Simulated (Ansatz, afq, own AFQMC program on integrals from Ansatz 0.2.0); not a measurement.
**Where AFQMC and coupled cluster stand for As, quartet**

A free As atom.

Basis cc-pVQZ. Only valence electrons are correlated. Ansatz 0.2.0 and our own AFQMC program on the same integrals; the CISD trial comes from CCSD amplitudes, and released means the phaseless constraint is let go. Free AFQMC starts from the CCSD state and is never constrained. Its projection time is finite, and what remains of the start isn't in its error. Error bars are statistical, one sigma. No spin–orbit coupling.

Determinant: UHF, the one that the program's search chose, which needn't be the lowest solution.

No full CI on the walks' own integrals is used here; CCSDT(Q) serves as the reference and is uncertain by about the last step of the cluster series.

Cautions: no relativity below Rb; no spin-orbit coupling; inner d shell frozen.

```
T1 diagnostic                               : 0.0036
weight of the determinant in the CISD state : 0.946
⟨S²⟩ of the determinant                     : 3.751
size of the correlated space                : 5 electrons in 54 orbitals
```

Reference: CCSDT(Q), correlation energy -2.541 eV. The released energy is read at 1.50 1/Eh (meV from the phaseless value at times in 1/Eh: -1.2 ± 1.0 at 0.24, -0.6 ± 0.8 at 0.50, -1.1 ± 0.7 at 1.00, -2.2 ± 0.8 at 1.50).

```tsv
level	E − E(reference) (kcal/mol)	share of correlation (%)
HF	58.60	0.00
MP2	10.51	82.07
CCSD	2.54	95.67
CCSD(T)	0.41	99.30
CCSDT	0.06	99.90
ph-AFQMC/HF	0.03 ± 0.26	99.95
ph-AFQMC/CISD	0.03 ± 0.02	99.95
released AFQMC	-0.03 ± 0.02	100.04
free AFQMC	0.00 ± 0.02	100.00
```

Free projections are given only where their last times agree within the noise and don't stop above the reference; a slow remainder of the start can still hide under it. A walk keeps the symmetry of its determinant, which the program's search chose and which needn't be the lowest solution, so a lower state of the same spin and another symmetry isn't excluded. Released energies are given only where the last usable release times agree within the noise; a slower fall can still hide under it.
